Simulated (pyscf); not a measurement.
Elementary routes open to `[OH][GeH2][Cl]` + `[H][H]` in the gas phase (singlet surface):
A. `[Cl][GeH3]` + `[OH2]` (Ge–O, H–H broken; Ge–H, H–O formed)
B. `[OH][GeH3]` + `[ClH]` (Cl–Ge, H–H broken; Ge–H, Cl–H formed)

PySCF, gas phase, ωB97X-D3(BJ)/def2-SVP geometries.

Rank the routes by free-energy barrier at 1200 K, lowest first, for ωB97M-D3(BJ)/def2-TZVP energies (ideal gas, 1 atm, RRHO with modes under 100 cm⁻¹ raised to 100, one conformer, R ln 2 for chiral ones without a mode under 150 cm⁻¹).

A (81.6 kcal/mol), B (86.6 kcal/mol)

Route A is the fastest of these, ahead of the next by 5.0 kcal/mol. The most stable products are those of A (ΔG = +5.6 kcal/mol), so kinetics and thermodynamics agree. At 298 K A is still the fastest. A: On the product side the descent ends in a complex, 4.4 kcal/mol under the separated species and 43.8 kcal/mol under the saddle at ωB97X-D3(BJ)/def2-TZVP. B: On the product side the descent ends in a complex (not fully relaxed), 6.8 kcal/mol under the separated species and 38.1 kcal/mol under the saddle at ωB97X-D3(BJ)/def2-TZVP. Only these routes are compared; each barrier is that of the saddle found, and lower ones may exist. Elements up to Kr have no core potential and no relativistic terms here.
